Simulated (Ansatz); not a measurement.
# A saddle search, step by step

AlSiH$_{5}$O, singlet, PBE-D4/pcseg-2 (Ansatz 0.2.0). Settings; a guess of the unstable mode was typed too, and convergence needs a confirmed negative curvature besides the force tolerance:

```yaml
hamiltonian: {xc: pbe, dispersion: d4}
saddle:
  f_tol: 0.05
  max_steps: 40
```

Start:

```
8
angstrom
Al -0.8071 0.0389 0.9986
Si 1.1904 0.3278 -0.1540
H -0.3400 -0.2211 -0.7726
O -2.4544 -0.4186 0.9610
H 2.2872 0.7120 0.7596
H 1.8232 -1.0156 -0.7281
H 1.1062 1.3866 -1.1448
H -2.9493 -0.6149 0.1960
```

| step | energy less the last (meV) | largest force component (eV/Å) |
| --- | --- | --- |
| 1 | 183.6 | 1.743 |
| 2 | 47.0 | 0.808 |
| 3 | 9.6 | 0.319 |
| 4 | 3.1 | 0.187 |
| 5 | 0.4 | 0.032 |
| 6 | 0.0 | 0.011 |
| 7 | 0.0 | 0.002 |

Step 2, positions (Å) and forces (eV/Å):

```tsv
atom	x	y	z	Fx	Fy	Fz
Al1	-0.803	0.029	0.992	-0.526	-0.099	0.303
Si2	1.220	0.312	-0.162	0.712	-0.808	-0.447
H3	-0.332	-0.228	-0.783	-0.090	0.016	-0.046
O4	-2.452	-0.421	0.978	-0.155	0.018	-0.028
H5	2.311	0.746	0.774	0.187	0.097	0.164
H6	1.750	-1.021	-0.719	-0.178	0.467	0.231
H7	1.125	1.408	-1.147	-0.047	0.323	-0.238
H8	-2.961	-0.630	0.183	0.097	-0.013	0.062
```

Step 3, positions (Å) and forces (eV/Å):

| atom | x | y | z | Fx | Fy | Fz |
| --- | --- | --- | --- | --- | --- | --- |
| Al1 | -0.816 | 0.015 | 0.973 | -0.203 | -0.076 | 0.068 |
| Si2 | 1.248 | 0.294 | -0.170 | 0.316 | 0.319 | 0.032 |
| H3 | -0.348 | -0.207 | -0.808 | -0.101 | -0.026 | -0.007 |
| O4 | -2.469 | -0.427 | 0.990 | -0.159 | -0.003 | -0.100 |
| H5 | 2.353 | 0.760 | 0.773 | -0.046 | -0.070 | -0.056 |
| H6 | 1.723 | -1.020 | -0.685 | 0.071 | -0.133 | -0.053 |
| H7 | 1.138 | 1.426 | -1.149 | 0.003 | -0.029 | -0.014 |
| H8 | -2.972 | -0.647 | 0.192 | 0.120 | 0.018 | 0.131 |

Step 6, positions (Å) and forces (eV/Å):

```json
{"atom": "Al1", "x": "-0.830", "y": "0.007", "z": "0.998", "Fx": "0.001", "Fy": "0.000", "Fz": "-0.002"}
{"atom": "Si2", "x": "1.259", "y": "0.303", "z": "-0.174", "Fx": "-0.003", "Fy": "0.000", "Fz": "0.000"}
{"atom": "H3", "x": "-0.366", "y": "-0.210", "z": "-0.794", "Fx": "0.001", "Fy": "0.000", "Fz": "0.000"}
{"atom": "O4", "x": "-2.495", "y": "-0.403", "z": "0.991", "Fx": "-0.005", "Fy": "-0.002", "Fz": "-0.010"}
{"atom": "H5", "x": "2.356", "y": "0.751", "z": "0.774", "Fx": "0.000", "Fy": "-0.001", "Fz": "0.001"}
{"atom": "H6", "x": "1.741", "y": "-1.013", "z": "-0.702", "Fx": "0.000", "Fy": "0.000", "Fz": "0.000"}
{"atom": "H7", "x": "1.144", "y": "1.424", "z": "-1.161", "Fx": "0.000", "Fy": "0.000", "Fz": "0.000"}
{"atom": "H8", "x": "-2.954", "y": "-0.664", "z": "0.181", "Fx": "0.004", "Fy": "0.002", "Fz": "0.011"}
```

Last step (7):

```
8
angstrom
Al -0.8300 0.0075 0.9971
Si 1.2590 0.3033 -0.1737
H -0.3647 -0.2104 -0.7944
O -2.4952 -0.4025 0.9910
H 2.3558 0.7505 0.7750
H 1.7416 -1.0123 -0.7018
H 1.1449 1.4239 -1.1606
H -2.9553 -0.6649 0.1830
```

Hardware: 2 CPU threads of an Arm Neoverse V2, shared host. Wall time about 110 s.
